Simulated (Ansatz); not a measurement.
hcp Hf, treated with revPBE (plane waves, PAW; Ansatz, a first-principles code).

The input as run:

Ansatz 0.2 input:
```yaml
crystal:
  lattice:
    - [1.61285736, -2.7935508929, 0.0]
    - [1.61285736, 2.7935508929, 0.0]
    - [0.0, 0.0, 5.0989295172]
  atoms:
    - { symbol: Hf, position: [0.3333333333, 0.6666666667, 0.25] }
    - { symbol: Hf, position: [0.6666666667, 0.3333333333, 0.75] }
basis:
  ecutwfc: 520
  ecutrho_ratio: 4
  xc_grid: 2
kpoints:
  mp_grid: { grid: [18, 18, 12] }
hamiltonian:
  xc: revpbe
  dispersion: none
  pseudopotentials: { kind: paw }
scf:
  occupations: { method: fermi_dirac, width: 0.05 }
  convergence: { dr2_threshold: 0.0000000002 }
output:
  forces: true
  stress: true
  eigenvalues: true
```

The run printed, among other lines:

```
Crystal: 2 atoms, lattice volume = 45.947 Å³
Basis set: ecut = 520 eV, 1225 PW (Γ), exchange–correlation on 48×48×80 points (8 copies of the dense FFT grid, shifted against one another)
Bands: 32, of which v1, the nominal top of the filled ones, is band 26 counted from 1 (25 counted from 0)
Symmetry: 24 space group operations
Space group: P63/mmc (ITA 194), of the structure as read, at distance tolerance 3.6e-5 Å
k-points: 259 of 3888
Functional: x = revpbe(κ = 1.245, μ = 0.2195149727645171), c = pbe(β = 0.06672455060314922)
SCF iter   1: F=—  HF=-31460.421193 eV  |F-HF|=—  |Δ(HF+E_count)|=         —  Δρ=3.86e-3  dr2=3.68e-3
SCF iter   2: F=—  HF=-31460.422107 eV  |F-HF|=—  |Δ(HF+E_count)|=   9.14e-4  Δρ=2.54e-3  dr2=1.73e-3
  ...
SCF iter   8: F=—  HF=-31460.422548 eV  |F-HF|=—  |Δ(HF+E_count)|=   7.78e-9  Δρ=2.75e-6  dr2=3.76e-9
SCF iter   9: F=-31460.422548 eV  HF=-31460.422548 eV  |F-HF|=3.27e-11  |Δ(HF+E_count)|=   2.00e-9  Δρ=3.16e-7  dr2=4.74e-11
SCF 1 converged in 9 iterations: F = -31460.422548 eV  dr2 = 4.74e-11
SCF converged after 9 iterations
Free energy (F): -31460.422548 eV
Internal energy: -31460.410247 eV  (E = F + TS)
E sigma→0 (E₀):  -31460.416398 eV
Fermi energy:    19.412884 eV
--- Forces (eV/Å), atoms counted from 1 ---
  atom   1  Hf     0.00000000    -0.00000000     0.00000000
  atom   2  Hf    -0.00000000     0.00000000    -0.00000000
--- Stress (GPa, compression-positive) ---
       -0.000535      -0.000000      -0.000000
        0.000000      -0.000535      -0.000000
       -0.000000      -0.000000      -0.016875
  P = ⅓ Tr σ = -0.0060 GPa (-0.060 kbar)
```

The PAW data were made under PBE.

Cost on a shared machine: very roughly 10 core-seconds.
